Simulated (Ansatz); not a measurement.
A nudged elastic band was laid between two geometries of BClH$_{5}$N (8 atoms, charge 0, multiplicity 1).

Level of theory: Ansatz 0.2.0, RKS LDA/6-31G*.

```
movable images  : 9
climbing image  : yes
spring          : 5.0 eV/Å²
optimiser       : quadratic models (default)
start path      : through a guess of the saddle point
force threshold : 0.03 eV/Å
iteration limit : 60
end points      : relaxed
```

Initial state:

```xyz
8
Properties=species:S:1:pos:R:3
B 0.000 -0.212 0.252
Cl 0.243 0.747 1.817
H 0.924 -0.071 -0.523
H -1.107 -0.047 -0.222
N 0.057 -1.734 0.760
H -0.068 -2.404 -0.015
H 0.964 -1.915 1.220
H -0.681 -1.894 1.466
```

Final state:

```xyz
8
Properties=species:S:1:pos:R:3
B 0.056 -0.588 -0.494
Cl -0.296 -0.125 3.178
H 1.044 0.040 -0.782
H -1.038 -0.340 -0.934
N 0.179 -1.630 0.436
H -0.588 -2.278 0.637
H 1.088 -1.972 0.760
H -0.113 -0.635 1.952
```

What changes between the two ends?

Bonds broken: B1–Cl2, N5–H8. Bonds formed: Cl2–H8. BClH5N becomes BH4N + ClH.

What energy profile does the band end with?

The run converged. The highest image is number 6 of 0 to 10, 31.2 kcal/mol above the first end and 7.1 kcal/mol above the last; the last end lies 24.1 kcal/mol above the first. A vibrational analysis at the climbing image gives one clearly imaginary mode, 695i cm⁻¹: a first-order saddle point. The orbitals stay closed-shell, which can raise the energy where a bond breaks towards radicals; this wasn't checked here.

```tsv
image	path coordinate (Å)	energy (kcal/mol)	B1–Cl2 (Å)	N5–H8 (Å)	Cl2–H8 (Å)
0	0.00	0.0	1.85	1.03	2.82
1	0.40	0.4	1.85	1.03	2.67
2	0.79	1.4	1.85	1.03	2.56
3	1.19	2.3	1.86	1.04	2.47
4	1.58	5.5	1.92	1.04	2.10
5	1.98	19.6	2.19	1.13	1.77
6	2.37	31.2	2.52	1.41	1.50
7	2.77	26.8	2.89	1.75	1.36
8	3.17	24.9	3.24	1.88	1.34
9	3.57	24.3	3.49	1.86	1.34
10	3.97	24.1	3.72	1.84	1.34
```

What is the geometry of the highest image?


```xyz
8
Properties=species:S:1:pos:R:3:forces:R:3
B 0.040 -0.455 -0.078 -0.01 0.01 0.02
Cl -0.309 0.371 2.280 0.00 0.00 -0.01
H 1.054 0.146 -0.305 0.00 0.00 -0.01
H -1.037 -0.151 -0.515 0.00 0.00 0.00
N 0.162 -1.775 0.562 0.01 -0.01 0.00
H -0.596 -2.458 0.466 0.00 0.00 -0.01
H 1.083 -2.217 0.637 0.00 0.00 0.00
H -0.065 -0.989 1.707 0.00 0.00 0.02
```

What are the harmonic wavenumbers there?

695i, 270, 399, 571, 589, 707, 713, 941, 1053, 1092, 1132, 1210, 1324, 1574, 2592, 2704, 3454, 3552 cm⁻¹.

Run time: 39 s on 1 thread of AMD EPYC 9R45 96-Core Processor (Zen 5), with other jobs on the host, peak memory 0.13 GiB.
